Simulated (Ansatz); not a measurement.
## Si–CH2, triplet: the ladder up to full CI

Geometry: a PBE0/def2-TZVP stationary point for this spin, not checked as a minimum. The singlet lies 1.4 eV lower here.

```xyz
4

Si    0.0000    0.0000    0.6502
C     0.0000    0.0000   -1.2146
H     0.0000   -0.9068   -1.8218
H     0.0000    0.9068   -1.8218
```

Basis 6-31G; Ansatz 0.2.0. Only valence electrons are correlated (noble-gas cores frozen), which leaves 10 electrons in 20 orbitals. Prefix R: restricted or restricted open-shell reference; prefix U: unrestricted. Active spaces: valence = (10e, 10o) chosen from the atoms' valence shells.

Full CI is exact within this basis and frozen core; it isn't the basis-set limit. The frozen core follows each run's orbitals, which can shift R against U totals by a few meV.

For open shells CISD and CISDTQ are restricted-active-space CI with the open shells as a complete middle space.

```
UHF ⟨S²⟩                          : 2.013
T1 diagnostic (RCCSD)             : 0.0184
largest doubles amplitude (RCCSD) : 0.063
T1 diagnostic (UCCSD)             : 0.0156
```

From what is known of these methods and the diagnostics, rank them by the size of their error in total energy against full CI in 6-31G, smallest first (an estimate: the text doesn't fix the numbers).
A. UCCSD
B. UCCSDT
C. RHF
D. UMP2
E. CASSCF (valence space)

B (0.13 kcal/mol), A (2.05 kcal/mol), D (17.51 kcal/mol), E (30.69 kcal/mol), C (82.31 kcal/mol).

All errors are against full CI in 6-31G. Within each family the higher level lies nearer, as is usual though not guaranteed.

The full-CI state has the irrep A2 of C2v, in the program's axes.

Natural occupations of full CI about the gap: 1.975 1.967 1.965 1.936 0.996 0.988 0.043 0.038 0.025 0.024; effectively unpaired electrons, Σ n²(2−n)², 2.04.

Atomization energy (electronic, same basis, no zero-point term; atoms at the same level, unrestricted beside the R rows where the molecule is a closed shell, with restricted open-shell steps beyond CCSDT(Q)) at full CI: 977.0 kJ/mol. Errors of other levels:

| level | error (kJ/mol) |
| --- | --- |
| RHF | -181.5 |
| UHF | -177.3 |
| RMP2 | -12.7 |
| UMP2 | -12.6 |
| CISD | -24.6 |
| RCCSD | -6.9 |
| UCCSD | -6.9 |
| RCCSD(T) | -1.5 |
| UCCSD(T) | -1.6 |
| BCCD(T) | -1.5 |
| RCCSDT | -0.6 |
| UCCSDT | -0.6 |
| CISDTQ | -1.0 |
| RCCSDT(Q) | -0.1 |
| UCCSDT(Q) | -0.1 |
| RCCSDTQ | 0.0 |
| UCCSDTQ | -0.1 |
| CASSCF (valence space) | -49.0 |
| NEVPT2 (valence space) | -3.1 |
| MRCISD (valence space) | -4.9 |
| MRCISD+Q (valence space) | -2.1 |
| MRCISD+Q(relaxed) (valence space) | -0.1 |

This basis is far from its limit, so the value isn't to be set against a measured one. Truncated CI isn't size-consistent, which counts against it in atomization.
